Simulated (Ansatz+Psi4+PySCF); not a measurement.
The numbers below are computed, except where a source is named.
## Psi4 1.11 run

```
molecule {
0 2
C 0.001150 -0.009210 -0.466360
C 0.005650 -0.001490 0.725280
H 0.006910 0.006940 -1.529230
}

set basis cc-pVTZ
set reference uhf
set scf_type pk
energy('scf')
```

The input is written out from the run's settings.

The run gave:

- Converged: yes
- Total energy: -76.17722 hartree
- Spin squared of the determinant: 1.080
- Occupied orbitals by symmetry in an Abelian subgroup (alpha; beta): 6 Ap 1 App; 5 Ap 1 App

Caution: the unrestricted determinant is spin contaminated.
